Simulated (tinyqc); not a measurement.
Worked calculation: MP2 on RHF in the sto-3g basis, frozen core, for H2F+, spin multiplicity 1. One step of it, computed by the program tinyqc.

Problem. Iteration 1: building the Fock matrix. J_ij = sum D_kl (ij|kl), K_ij = sum D_kl (ik|jl); F = H + J - 0.5 K; E = tr D H + tr D J / 2 - 0.25 tr D K + E_nn.

D at the start, order 1F 1s, 1F 2s, 1F 2px, 1F 2py, 1F 2pz, 2H 1s, 3H 1s:
$$\begin{pmatrix}
2.126481 & -0.541244 & 0.000000 & -0.005046 & -0.015706 & 0.051118 & 0.041262 \\
-0.541244 & 2.313875 & 0.000000 & 0.030033 & 0.087506 & -0.214367 & -0.171564 \\
0.000000 & 0.000000 & 2.000000 & 0.000000 & 0.000000 & 0.000000 & 0.000000 \\
-0.005046 & 0.030033 & 0.000000 & 2.151539 & 0.011912 & -0.234115 & 0.199554 \\
-0.015706 & 0.087506 & 0.000000 & 0.011912 & 2.038153 & -0.111958 & -0.093244 \\
0.051118 & -0.214367 & 0.000000 & -0.234115 & -0.111958 & 0.049921 & -0.001375 \\
0.041262 & -0.171564 & 0.000000 & 0.199554 & -0.093244 & -0.001375 & 0.035434
\end{pmatrix}$$

core Hamiltonian H = T + V (hartree), order 1F 1s, 1F 2s, 1F 2px, 1F 2py, 1F 2pz, 2H 1s, 3H 1s:
$$\begin{pmatrix}
-40.911757 & -9.600705 & 0.000000 & -0.001300 & -0.008363 & -1.163186 & -0.922071 \\
-9.600705 & -11.389184 & 0.000000 & -0.015653 & -0.103882 & -2.786150 & -2.305890 \\
0.000000 & 0.000000 & -9.047064 & 0.000000 & 0.000000 & 0.000000 & 0.000000 \\
-0.001300 & -0.015653 & 0.000000 & -9.139148 & -0.005617 & -1.719814 & 1.456800 \\
-0.008363 & -0.103882 & 0.000000 & -0.005617 & -9.073118 & -0.935192 & -0.795038 \\
-1.163186 & -2.786150 & 0.000000 & -1.719814 & -0.935192 & -4.800773 & -0.646282 \\
-0.922071 & -2.305890 & 0.000000 & 1.456800 & -0.795038 & -0.646282 & -4.497971
\end{pmatrix}$$

Two-electron integrals (ij|kl) in chemists' order, unique and non-zero (hartree):
```
(11|11) 5.403501    (21|11) 0.841920    (21|21) 0.156299    (22|11) 1.268028
(22|21) 0.292344    (22|22) 0.926167    (31|31) 0.027998    (32|31) 0.043169
(32|32) 0.204588    (33|11) 1.264502    (33|21) 0.292403    (33|22) 0.925959
(33|33) 0.997514    (41|41) 0.027998    (42|41) 0.043169    (42|42) 0.204588
(43|43) 0.053770    (44|11) 1.264502    (44|21) 0.292403    (44|22) 0.925959
(44|33) 0.889973    (44|44) 0.997514    (51|51) 0.027998    (52|51) 0.043169
(52|52) 0.204588    (53|53) 0.053770    (54|54) 0.053770    (55|11) 1.264502
(55|21) 0.292403    (55|22) 0.925959    (55|33) 0.889973    (55|44) 0.889973
(55|55) 0.997514    (61|11) 0.102413    (61|21) 0.018864    (61|22) 0.035100
(61|33) 0.035046    (61|41) 0.000675    (61|42) 0.001272    (61|44) 0.035177
(61|51) 0.000359    (61|52) 0.000676    (61|54) 0.000070    (61|55) 0.035083
(61|61) 0.002300    (62|11) 0.274976    (62|21) 0.064314    (62|22) 0.229198
(62|33) 0.225761    (62|41) 0.003867    (62|42) 0.030935    (62|44) 0.233622
(62|51) 0.002056    (62|52) 0.016445    (62|54) 0.004179    (62|55) 0.227982
(62|61) 0.007885    (62|62) 0.071457    (63|31) 0.006542    (63|32) 0.039489
(63|43) 0.006412    (63|53) 0.003409    (63|63) 0.010305    (64|11) 0.170998
(64|21) 0.040489    (64|22) 0.154467    (64|33) 0.147990    (64|41) 0.008663
(64|42) 0.059122    (64|44) 0.165826    (64|51) 0.001128    (64|52) 0.010437
(64|54) 0.006074    (64|55) 0.149407    (64|61) 0.005158    (64|62) 0.059158
(64|64) 0.058948    (65|11) 0.090906    (65|21) 0.021525    (65|22) 0.082118
(65|33) 0.078674    (65|41) 0.001128    (65|42) 0.010437    (65|44) 0.081340
(65|51) 0.007142    (65|52) 0.045037    (65|54) 0.007829    (65|55) 0.086245
(65|61) 0.002742    (65|62) 0.031449    (65|64) 0.025860    (65|65) 0.024052
(66|11) 0.453503    (66|21) 0.107787    (66|22) 0.443990    (66|33) 0.429675
(66|41) 0.007621    (66|42) 0.087008    (66|44) 0.462811    (66|51) 0.004052
(66|52) 0.046255    (66|54) 0.017616    (66|55) 0.439039    (66|61) 0.013277
(66|62) 0.182833    (66|64) 0.176311    (66|65) 0.093731    (66|66) 0.774606
(71|11) 0.081108    (71|21) 0.014943    (71|22) 0.027816    (71|33) 0.027775
(71|41) -0.000521   (71|42) -0.000985   (71|44) 0.027875    (71|51) 0.000277
(71|52) 0.000525    (71|54) -0.000053   (71|55) 0.027803    (71|61) 0.001795
(71|62) 0.006054    (71|64) 0.003666    (71|65) 0.002106    (71|66) 0.010127
(71|71) 0.001442    (72|11) 0.226204    (72|21) 0.052942    (72|22) 0.189706
(72|33) 0.186846    (72|41) -0.003157   (72|42) -0.025738   (72|44) 0.193384
(72|51) 0.001681    (72|52) 0.013701    (72|54) -0.003480   (72|55) 0.188699
(72|61) 0.006287    (72|62) 0.046563    (72|64) 0.026849    (72|65) 0.019857
(72|66) 0.095041    (72|71) 0.005141    (72|72) 0.049765    (73|31) 0.005286
(73|32) 0.032304    (73|43) -0.005273   (73|53) 0.002807    (73|63) 0.006364
(73|73) 0.007057    (74|11) -0.143554   (74|21) -0.034005   (74|22) -0.130521
(74|33) -0.125137   (74|41) 0.007044    (74|42) 0.048874    (74|44) -0.139933
(74|51) -0.000936   (74|52) -0.008820   (74|54) 0.005069    (74|55) -0.126341
(74|61) -0.003887   (74|62) -0.027631   (74|64) -0.009957   (74|65) -0.011579
(74|66) -0.053148   (74|71) -0.003424   (74|72) -0.042141   (74|74) 0.042540
(75|11) 0.076414    (75|21) 0.018101    (75|22) 0.069476    (75|33) 0.066611
(75|41) -0.000936   (75|42) -0.008820   (75|44) 0.068873    (75|51) 0.005784
(75|52) 0.036999    (75|54) -0.006477   (75|55) 0.072866    (75|61) 0.002233
(75|62) 0.020190    (75|64) 0.011474    (75|65) 0.014876    (75|66) 0.045205
(75|71) 0.001822    (75|72) 0.022432    (75|74) -0.018887   (75|75) 0.017111
(76|11) 0.058779    (76|21) 0.013885    (76|22) 0.054164    (76|33) 0.053260
(76|41) -0.000018   (76|42) -0.000244   (76|44) 0.054442    (76|51) 0.000713
(76|52) 0.007015    (76|54) -0.000039   (76|55) 0.054735    (76|61) 0.001680
(76|62) 0.016534    (76|64) 0.012009    (76|65) 0.008376    (76|66) 0.045052
(76|71) 0.001332    (76|72) 0.014036    (76|74) -0.010619   (76|75) 0.007269
(76|76) 0.004967    (77|11) 0.419946    (77|21) 0.099854    (77|22) 0.413779
(77|33) 0.401264    (77|41) -0.006661   (77|42) -0.077885   (77|44) 0.430245
(77|51) 0.003546    (77|52) 0.041458    (77|54) -0.015427   (77|55) 0.409476
(77|61) 0.011843    (77|62) 0.107444    (77|64) 0.058875    (77|65) 0.049976
(77|66) 0.250058    (77|71) 0.009730    (77|72) 0.146363    (77|74) -0.144854
(77|75) 0.077106    (77|76) 0.045052    (77|77) 0.774606
```

nuclear repulsion = 8.23140185 hartree

Give: Coulomb J; exchange K; Fock matrix F; total energy of this density.

Solution.

Coulomb J (hartree), order 1F 1s, 1F 2s, 1F 2px, 1F 2py, 1F 2pz, 2H 1s, 3H 1s:
$$\begin{pmatrix}
21.0271 & 4.0330 & 0.0000 & 0.0006 & 0.0020 & 0.4870 & 0.3858 \\
4.0330 & 9.9779 & 0.0000 & 0.0002 & 0.0012 & 2.3871 & 1.9737 \\
0.0000 & 0.0000 & 9.9699 & 0.0000 & 0.0000 & 0.0000 & 0.0000 \\
0.0006 & 0.0002 & 0.0000 & 9.9680 & -0.0003 & 1.5775 & -1.3322 \\
0.0020 & 0.0012 & 0.0000 & -0.0003 & 9.9692 & 0.8383 & 0.7088 \\
0.4870 & 2.3871 & 0.0000 & 1.5775 & 0.8383 & 4.4439 & 0.5508 \\
0.3858 & 1.9737 & 0.0000 & -1.3322 & 0.7088 & 0.5508 & 4.1419
\end{pmatrix}$$

exchange K (hartree), order 1F 1s, 1F 2s, 1F 2px, 1F 2py, 1F 2pz, 2H 1s, 3H 1s:
$$\begin{pmatrix}
11.1175 & 1.9509 & 0.0000 & 0.0002 & 0.0008 & 0.2499 & 0.1987 \\
1.9509 & 3.2471 & 0.0000 & 0.0008 & 0.0051 & 0.6768 & 0.5581 \\
0.0000 & 0.0000 & 2.6739 & 0.0000 & 0.0000 & 0.0000 & 0.0000 \\
0.0002 & 0.0008 & 0.0000 & 2.6775 & -0.0005 & 0.3320 & -0.2804 \\
0.0008 & 0.0051 & 0.0000 & -0.0005 & 2.6743 & 0.1763 & 0.1484 \\
0.2499 & 0.6768 & 0.0000 & 0.3320 & 0.1763 & 0.2235 & 0.0977 \\
0.1987 & 0.5581 & 0.0000 & -0.2804 & 0.1484 & 0.0977 & 0.1575
\end{pmatrix}$$

Fock matrix F (hartree), order 1F 1s, 1F 2s, 1F 2px, 1F 2py, 1F 2pz, 2H 1s, 3H 1s:
$$\begin{pmatrix}
-25.4434 & -6.5431 & 0.0000 & -0.0008 & -0.0067 & -0.8012 & -0.6357 \\
-6.5431 & -3.0349 & 0.0000 & -0.0159 & -0.1053 & -0.7375 & -0.6113 \\
0.0000 & 0.0000 & -0.4141 & 0.0000 & 0.0000 & 0.0000 & 0.0000 \\
-0.0008 & -0.0159 & 0.0000 & -0.5099 & -0.0057 & -0.3083 & 0.2648 \\
-0.0067 & -0.1053 & 0.0000 & -0.0057 & -0.4411 & -0.1850 & -0.1605 \\
-0.8012 & -0.7375 & 0.0000 & -0.3083 & -0.1850 & -0.4686 & -0.1443 \\
-0.6357 & -0.6113 & 0.0000 & 0.2648 & -0.1605 & -0.1443 & -0.4348
\end{pmatrix}$$

total energy of this density = -97.920061 hartree
